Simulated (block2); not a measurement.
# SiH2O (oxosilane) at DMRG/STO-6G

What is the vertical ionisation energy of SiH2O (oxosilane) at DMRG/STO-6G? 

The results are computed with block2 0.5.4.

4 further runs of the same task are left out: 1 that didn't finish, 3 set aside as unsound or not needed.

## (1) Starting point

The species is SiH2O (4 atoms), meant as a singlet with charge 0. SMILES: `O=[SiH2]`. The shape is that of a PBE0-D4/def2-TZVP optimisation.

Bond lengths: O1–Si2 1.516 Å, Si2–H3 1.485 Å, Si2–H4 1.486 Å. Angles: O1–Si2–H3 124.0°, O1–Si2–H4 124.0°, H3–Si2–H4 111.9°.

## (2) A single-point energy at DMRG/STO-6G

Contents of prepare.py:

```python
import numpy as np
from pyscf import ao2mo, cc, dft, gto, lo, mcscf, mp, scf
from pyscf.tools import fcidump

mol = gto.M(atom=[
    ("O", (-0.283200, 0.413500, 1.469500)),
    ("Si", (-0.006700, 0.009800, 0.034900)),
    ("H", (0.439900, -1.346000, -0.376200)),
    ("H", (-0.150000, 0.922700, -1.128300)),
], basis="sto-6g", charge=0, spin=0, verbose=3, max_memory=2000)
print("basis functions = %d" % (mol.nao))
mf = scf.RHF(mol)
mf.conv_tol = 1e-10
mf.max_cycle = 200
mf.kernel()
if not mf.converged:
    mf = mf.newton().run(mf.mo_coeff, mf.mo_occ)
print(f"reference energy = {mf.e_tot:.10f}")
ref = mf
pt = mp.MP2(ref, frozen=6).run()
mycc = cc.CCSD(ref, frozen=6)
mycc.max_cycle = 150
mycc.kernel()
print("E(MP2) = %.10f" % (pt.e_tot))
if mycc.converged:
    print(f"CCSD total energy = {mycc.e_tot:.10f}")
    print("CCSD(T) total energy = %.10f" % (mycc.e_tot + mycc.ccsd_t()))
    print("T1 = %.4f" % (mycc.get_t1_diagnostic()))
ks = dft.RKS(mol, xc="m06l").set(conv_tol=1e-9, verbose=3).run()
if ks.converged:
    print("E(M06-L) = %.8f" % (ks.e_tot))
ks = dft.RKS(mol, xc="blyp").set(conv_tol=1e-9, verbose=3).run()
if ks.converged:
    print("E(BLYP) = %.8f" % (ks.e_tot))
ks = dft.RKS(mol, xc="wb97x").set(conv_tol=1e-9, verbose=3).run()
if ks.converged:
    print(f"E(wB97X) = {ks.e_tot:.8f}")
mo = mf.mo_coeff.copy()
for a, b in ((6, 12), (12, 16)):
    if b - a > 1:
        mo[:, a:b] = lo.PM(mol, mo[:, a:b]).kernel()
mf.mo_coeff = mo
cas = mcscf.CASCI(mf, 10, 12)
h1, ecore = cas.get_h1eff()
fcidump.from_integrals("FCIDUMP", h1, cas.get_h2eff(), 10, 12, nuc=ecore, ms=0)
ci = mcscf.CASCI(mf, 10, (6, 6))
ci.fix_spin_(ss=0)
ci.fcisolver.conv_tol = 1e-10
ci.fcisolver.max_cycle = 200
ci.kernel()
print("exact diagonalisation = %.10f" % (ci.e_tot))
```

Contents of dmrg.conf:

```
sym c1
orbitals FCIDUMP
nelec 12
spin 0
irrep 1
occ 2 2 2 2 2 2 0 0 0 0
cbias 0.3
schedule
0 50 1E-08 1E-04
2 75 1E-08 1E-04
4 100 1E-08 1E-05
8 100 1E-09 0.0
end
maxiter 14
sweep_tol 1E-06
fiedler
mem 1g
num_thrds 1
prefix ./tmp
outputlevel 1
```

On the command line:

```
python prepare.py && block2main dmrg.conf
```

The log of the run:

```text
$ python prepare.py
basis functions = 16
converged SCF energy = -363.51117002671
reference energy = -363.5111700267
E(RMP2) = -363.630553723925  E_corr = -0.11938369721538
E(SCS-RMP2) = -363.634964674797  E_corr = -0.123794648087067
E(CCSD) = -363.6510161497249  E_corr = -0.1398461230153577
E(MP2) = -363.6305537239
CCSD total energy = -363.6510161497
CCSD(T) correction = -0.00625685714693812
CCSD(T) total energy = -363.6572730069
T1 = 0.0240
converged SCF energy = -364.519428527225
E(M06-L) = -364.51942853
converged SCF energy = -364.42088861851
E(BLYP) = -364.42088862
converged SCF energy = -364.4279550283
E(wB97X) = -364.42795503
CASCI E = -363.658045687220  E(CI) = -34.1478655959610  S^2 = 0.0000000
exact diagonalisation = -363.6580456872

$ block2main dmrg.conf

********************************** INPUT START **********************************
sym                                                             c1
orbitals                                                   FCIDUMP
nelec                                                           12
spin                                                             0
irrep                                                            1
occ                                            2 2 2 2 2 2 0 0 0 0
cbias                                                          0.3
maxiter                                                         14
sweep_tol                                                    1E-06
fiedler
mem                                                             1g
num_thrds                                                        1
prefix                                                       ./tmp
outputlevel                                                      1
schedule                  Sweep   0-   1 : Mmps =    50 Noise =    0.0001 DavTol =     1e-08
                          Sweep   2-   3 : Mmps =    75 Noise =    0.0001 DavTol =     1e-08
                          Sweep   4-   7 : Mmps =   100 Noise =     1e-05 DavTol =     1e-08
                          Sweep   8-  13 : Mmps =   100 Noise =         0 DavTol =     1e-09
********************************** INPUT END   **********************************

SPIN ADAPTED - REAL DOMAIN - DOUBLE PREC
qc mpo type =  QCTypes.Conventional
 UseMainStack = 0 MinDiskUsage = 1 MinMemUsage = 0 IBuf = 0 OBuf = 0
 FPCompression: prec = 1.00e-16 chunk = 1024
 IMain = 0 B / 66.8 MB DMain = 0 B / 343 MB ISeco = 0 B / 28.6 MB DSeco = 0 B / 515 MB
 OpenMP = 1 TBB = 0 BLIS = 0 MKL = GNU 2024.0.2 SeqType = Tasked AlignType = None MKLIntLen = 4
 THREADING = 2 layers : Global | Operator BatchedGEMM
 NUMBER : Global = 1 Operator = 1 Quanta = 0 MKL = 1
 COMPLEX = 1 SINGLE-PREC = 1 KSYMM = 0
using fiedler reorder =  [1 8 9 2 7 6 3 5 4 0]
read integral finished 0.013705241999559803
integral sym error =            0
MinMPOMemUsage =  False
MPS =  CCRRRRRRRR 0 2 < N=12 S=0 PG=0 >
GS INIT MPS BOND DIMS =       1     3    10    35    55    54    55    35    10     3     1
pre-mpo memory usage =  167 MB
build mpo start ...
build mpo finished ... Tread = 0.000 Twrite = 0.000 T = 0.012
simpl mpo start ...
simpl mpo finished ... Tread = 0.000 Twrite = 0.000 T = 0.034
GS MPO BOND DIMS =      15    22    33    48    67    48    33    22    15     1
build 1pdm mpo 0.11361564599974372
build identity mpo 0.11550563199944008
memory usage =  175 MB
para mpo finished 0.11652602999947703
env init finished 0.2078682569999728

Sweep =    0 | Direction =  forward | Bond dimension =   50 | Noise =  1.00e-04 | Dav threshold =  1.00e-08
Time elapsed =      0.405 | E =    -363.6569236016 | DW = 1.10010e-05

Sweep =    1 | Direction = backward | Bond dimension =   50 | Noise =  1.00e-04 | Dav threshold =  1.00e-08
Time elapsed =      0.644 | E =    -363.6579215705 | DE = -9.98e-04 | DW = 2.22125e-05

Sweep =    2 | Direction =  forward | Bond dimension =   75 | Noise =  1.00e-04 | Dav threshold =  1.00e-08
Time elapsed =      1.018 | E =    -363.6580162408 | DE = -9.47e-05 | DW = 2.27425e-06

Sweep =    3 | Direction = backward | Bond dimension =   75 | Noise =  1.00e-04 | Dav threshold =  1.00e-08
Time elapsed =      1.456 | E =    -363.6580341718 | DE = -1.79e-05 | DW = 3.53300e-06

Sweep =    4 | Direction =  forward | Bond dimension =  100 | Noise =  1.00e-05 | Dav threshold =  1.00e-08
Time elapsed =      1.990 | E =    -363.6580434218 | DE = -9.25e-06 | DW = 2.61202e-07

Sweep =    5 | Direction = backward | Bond dimension =  100 | Noise =  1.00e-05 | Dav threshold =  1.00e-08
Time elapsed =      2.521 | E =    -363.6580446913 | DE = -1.27e-06 | DW = 2.80544e-07

Sweep =    6 | Direction =  forward | Bond dimension =  100 | Noise =  1.00e-05 | Dav threshold =  1.00e-08
Time elapsed =      3.021 | E =    -363.6580446948 | DE = -3.55e-09 | DW = 3.40254e-07

Sweep =    7 | Direction = backward | Bond dimension =  100 | Noise =  1.00e-05 | Dav threshold =  1.00e-08
Time elapsed =      3.496 | E =    -363.6580446960 | DE = -1.15e-09 | DW = 2.80598e-07

Sweep =    8 | Direction =  forward | Bond dimension =  100 | Noise =  0.00e+00 | Dav threshold =  1.00e-09
Time elapsed =      3.956 | E =    -363.6580447456 | DE = -4.96e-08 | DW = 1.32248e-07

Final canonical form =  LLLLLLLLLC 8
DMRG Energy = -363.658044745586949
```

Wall time 20 s (1 thread of Intel Xeon at 2.50GHz (Skylake/Cascade Lake), shared host); peak memory 0.19 GiB.

## (3) The doublet cation: the energy at DMRG/STO-6G

Contents of integrals.py:

```python
from pyscf import ao2mo, cc, dft, gto, mcscf, mp, scf
from pyscf.tools import fcidump

mol = gto.M(atom="""
O     -0.283200     0.413500     1.469500
Si    -0.006700     0.009800     0.034900
H      0.439900    -1.346000    -0.376200
H     -0.150000     0.922700    -1.128300
""", basis="sto-6g", charge=1, spin=1, verbose=3)
print("basis functions               : %d" % (mol.nao))
mf = scf.ROHF(mol)
mf.conv_tol = 1e-10
mf.max_cycle = 200
mf.kernel()
if not mf.converged:
    mf = mf.newton().run(mf.mo_coeff, mf.mo_occ)
print(f"SCF energy                    : {mf.e_tot:.10f}")
ref = scf.UHF(mol).run(mf.make_rdm1(), conv_tol=1e-10)
pt = mp.MP2(ref, frozen=6).run()
mycc = cc.CCSD(ref, frozen=6)
mycc.max_cycle = 150
mycc.kernel()
print(f"MP2 total energy              : {pt.e_tot:.10f}")
if mycc.converged:
    print(f"CCSD total energy             : {mycc.e_tot:.10f}")
    print(f"E(CCSD(T))                    : {mycc.e_tot + mycc.ccsd_t():.10f}")
ks = dft.UKS(mol, xc="m06l").set(conv_tol=1e-9, verbose=3).run(mf.make_rdm1())
if ks.converged:
    print(f"E(M06-L)                      : {ks.e_tot:.8f}")
ks = dft.UKS(mol, xc="blyp").set(conv_tol=1e-9, verbose=3).run(mf.make_rdm1())
if ks.converged:
    print("E(BLYP)                       : %.8f" % (ks.e_tot))
ks = dft.UKS(mol, xc="wb97x").set(conv_tol=1e-9, verbose=3).run(mf.make_rdm1())
if ks.converged:
    print(f"E(wB97X)                      : {ks.e_tot:.8f}")
cas = mcscf.CASCI(mf, 10, 11)
h1, ecore = cas.get_h1eff()
fcidump.from_integrals("FCIDUMP", h1, cas.get_h2eff(), 10, 11, nuc=ecore, ms=1)
ci = mcscf.CASCI(mf, 10, (6, 5))
ci.fix_spin_(ss=0.75)
ci.fcisolver.conv_tol = 1e-10
ci.fcisolver.max_cycle = 200
ci.kernel()
print(f"exact diagonalisation         : {ci.e_tot:.10f}")
```

Contents of block.conf:

```
sym c1
orbitals FCIDUMP
nelec 11
spin 1
irrep 1
occ 2 2 2 2 2 1 0 0 0 0
cbias 0.1
schedule
0 25 1E-07 1E-03
2 50 1E-07 1E-04
4 75 1E-07 1E-04
7 100 1E-07 1E-05
10 100 1E-08 0.0
end
maxiter 16
sweep_tol 1E-06
fiedler
mem 2g
num_thrds 1
prefix ./tmp
outputlevel 1
```

On the command line:

```
python integrals.py && block2main block.conf
```

The log of the run:

```text
$ python integrals.py
basis functions               : 16
converged SCF energy = -363.334784516386
SCF energy                    : -363.3347845164
converged SCF energy = -363.337087959871  <S^2> = 0.76977725  2S+1 = 2.0196804
E(UMP2) = -363.400379949243  E_corr = -0.0632919893718126
E(SCS-UMP2) = -363.404891587791  E_corr = -0.0678036279204455
E(UCCSD) = -363.4263250952729  E_corr = -0.08923713540194014
MP2 total energy              : -363.4003799492
CCSD total energy             : -363.4263250953
UCCSD(T) correction = -0.0047737416848662
E(CCSD(T))                    : -363.4310988370
converged SCF energy = -364.252460489077  <S^2> = 0.76784384  2S+1 = 2.0177649
E(M06-L)                      : -364.25246049
converged SCF energy = -364.157795800147  <S^2> = 0.75748393  2S+1 = 2.00747
E(BLYP)                       : -364.15779580
converged SCF energy = -364.1704531837  <S^2> = 0.76177684  2S+1 = 2.0117424
E(wB97X)                      : -364.17045318
CASCI E = -363.432364458091  E(CI) = -33.9194932486241  S^2 = 0.7500000
exact diagonalisation         : -363.4323644581

$ block2main block.conf

********************************** INPUT START **********************************
sym                                                             c1
orbitals                                                   FCIDUMP
nelec                                                           11
spin                                                             1
irrep                                                            1
occ                                            2 2 2 2 2 1 0 0 0 0
cbias                                                          0.1
maxiter                                                         16
sweep_tol                                                    1E-06
fiedler
mem                                                             2g
num_thrds                                                        1
prefix                                                       ./tmp
outputlevel                                                      1
schedule                  Sweep   0-   1 : Mmps =    25 Noise =     0.001 DavTol =     1e-07
                          Sweep   2-   3 : Mmps =    50 Noise =    0.0001 DavTol =     1e-07
                          Sweep   4-   6 : Mmps =    75 Noise =    0.0001 DavTol =     1e-07
                          Sweep   7-   9 : Mmps =   100 Noise =     1e-05 DavTol =     1e-07
                          Sweep  10-  15 : Mmps =   100 Noise =         0 DavTol =     1e-08
********************************** INPUT END   **********************************

SPIN ADAPTED - REAL DOMAIN - DOUBLE PREC
qc mpo type =  QCTypes.Conventional
 UseMainStack = 0 MinDiskUsage = 1 MinMemUsage = 0 IBuf = 0 OBuf = 0
 FPCompression: prec = 1.00e-16 chunk = 1024
 IMain = 0 B / 134 MB DMain = 0 B / 687 MB ISeco = 0 B / 57.2 MB DSeco = 0 B / 1.01 GB
 OpenMP = 1 TBB = 0 BLIS = 0 MKL = GNU 2024.0.2 SeqType = Tasked AlignType = None MKLIntLen = 4
 THREADING = 2 layers : Global | Operator BatchedGEMM
 NUMBER : Global = 1 Operator = 1 Quanta = 0 MKL = 1
 COMPLEX = 1 SINGLE-PREC = 1 KSYMM = 0
using fiedler reorder =  [8 3 7 9 1 2 6 0 5 4]
read integral finished 0.013564822999796888
integral sym error =            0
MinMPOMemUsage =  False
MPS =  CCRRRRRRRR 0 2 < N=11 S=1/2 PG=0 >
GS INIT MPS BOND DIMS =       1     3    10    31    30    36    34    34    15     4     1
pre-mpo memory usage =  168 MB
build mpo start ...
build mpo finished ... Tread = 0.000 Twrite = 0.000 T = 0.013
simpl mpo start ...
simpl mpo finished ... Tread = 0.000 Twrite = 0.000 T = 0.036
GS MPO BOND DIMS =      15    22    33    48    67    48    33    22    15     1
build 1pdm mpo 0.12839952600006654
build identity mpo 0.1305325469993477
memory usage =  175 MB
para mpo finished 0.13298324100014725
env init finished 0.23698425499969744

Sweep =    0 | Direction =  forward | Bond dimension =   25 | Noise =  1.00e-03 | Dav threshold =  1.00e-07
Time elapsed =      0.576 | E =    -363.4246490095 | DW = 2.59766e-04

Sweep =    1 | Direction = backward | Bond dimension =   25 | Noise =  1.00e-03 | Dav threshold =  1.00e-07
Time elapsed =      0.895 | E =    -363.4295576563 | DE = -4.91e-03 | DW = 9.29621e-04

Sweep =    2 | Direction =  forward | Bond dimension =   50 | Noise =  1.00e-04 | Dav threshold =  1.00e-07
Time elapsed =      1.336 | E =    -363.4317925873 | DE = -2.23e-03 | DW = 3.33662e-05

Sweep =    3 | Direction = backward | Bond dimension =   50 | Noise =  1.00e-04 | Dav threshold =  1.00e-07
Time elapsed =      1.992 | E =    -363.4320053672 | DE = -2.13e-04 | DW = 1.06827e-04

Sweep =    4 | Direction =  forward | Bond dimension =   75 | Noise =  1.00e-04 | Dav threshold =  1.00e-07
Time elapsed =      2.559 | E =    -363.4322989795 | DE = -2.94e-04 | DW = 2.29526e-05

Sweep =    5 | Direction = backward | Bond dimension =   75 | Noise =  1.00e-04 | Dav threshold =  1.00e-07
Time elapsed =      3.172 | E =    -363.4323233040 | DE = -2.43e-05 | DW = 2.98250e-05

Sweep =    6 | Direction =  forward | Bond dimension =   75 | Noise =  1.00e-04 | Dav threshold =  1.00e-07
Time elapsed =      3.768 | E =    -363.4323374738 | DE = -1.42e-05 | DW = 2.46482e-05

Sweep =    7 | Direction = backward | Bond dimension =  100 | Noise =  1.00e-05 | Dav threshold =  1.00e-07
Time elapsed =      4.418 | E =    -363.4323494157 | DE = -1.19e-05 | DW = 6.30741e-06

Sweep =    8 | Direction =  forward | Bond dimension =  100 | Noise =  1.00e-05 | Dav threshold =  1.00e-07
Time elapsed =      5.044 | E =    -363.4323617260 | DE = -1.23e-05 | DW = 7.11821e-06

Sweep =    9 | Direction = backward | Bond dimension =  100 | Noise =  1.00e-05 | Dav threshold =  1.00e-07
Time elapsed =      5.807 | E =    -363.4323618912 | DE = -1.65e-07 | DW = 6.39154e-06

Sweep =   10 | Direction =  forward | Bond dimension =  100 | Noise =  0.00e+00 | Dav threshold =  1.00e-08
Time elapsed =      6.634 | E =    -363.4323619106 | DE = -1.95e-08 | DW = 6.95687e-06

Final canonical form =  LLLLLLLLLC 8
DMRG Energy = -363.432361910622149
```

Run time: 25 s. Hardware: 1 thread of Intel Xeon at 2.50GHz (Skylake/Cascade Lake), shared host; peak memory 0.21 GiB.

## (4) What came out

At DMRG/STO-6G, 6 core orbitals frozen:

```
                                          quantity          value
                  run 1, DMRG/STO-6G: total energy  -363.65804 Eh
run 1, DMRG/STO-6G: T1 diagnostic of the CCSD step          0.024
                      doublet cation: total energy  -363.43236 Eh
vertical ionisation energy (to the doublet cation)       6.141 eV
```

**Reading.** Removing an electron at fixed nuclei costs 6.14 eV (142 kcal/mol). In a minimal basis such a difference can be off by several eV, whatever the method. The T1 diagnostic (run 1, DMRG/STO-6G) of 0.024 is above the customary mark for such species, so a single reference may not serve.
